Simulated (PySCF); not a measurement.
# Working out the ionisation energy of Mg

Mg [Ne] 3s2 (1S) → Mg⁺ [Ne] 3s1 (2S). All numbers are calculated (PySCF 2.14, no relativity, point nucleus, in dyall-acv3z (20s13p7d4f, 122 functions)). Frozen: 1s2; the 23 highest virtual orbitals dropped. Energies in hartree (1 hartree = 27.21139 eV):

```csv
part,Mg (lower),Mg⁺ (upper)
UHF,-199.614455,-199.371709
MP2 opposite-spin,-0.233867,-0.207090
MP2 same-spin,-0.076410,-0.073877
```

What does Hartree-Fock give?

(-199.371709) − (-199.614455) = 0.242746 hartree = 6.605 eV.

What do MP2 and SCS-MP2 (6/5 opposite-spin, 1/3 same-spin) give?

The opposite-spin parts differ by 0.729 eV and the same-spin parts by 0.069 eV. MP2: 6.605 + (0.729) + (0.069) = 7.403 eV. SCS-MP2: 6.605 + 1.2 × (0.729) + (0.069)/3 = 7.503 eV.

Measured between the centres of the two terms (NIST): 7.646 eV, so MP2 (valence and next inner shell) is off by -0.243 eV.

What remains against the reference includes basis incompleteness, the frozen core and correlation beyond second order.
